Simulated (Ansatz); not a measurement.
Species: H₂N, SMILES `[NH2]` (charge 0, multiplicity 2), formula H₂N.

How many basis functions does frozen-core CCSD(T)/def2-TZVPP // B3LYP-D3(BJ)/def2-TZVP in Ansatz (a first-principles code) use, how many core orbitals are frozen, and how many electrons are correlated?

59 basis functions and 1 frozen orbitals, which leaves 7 correlated electrons. Core time is of the order of seconds.
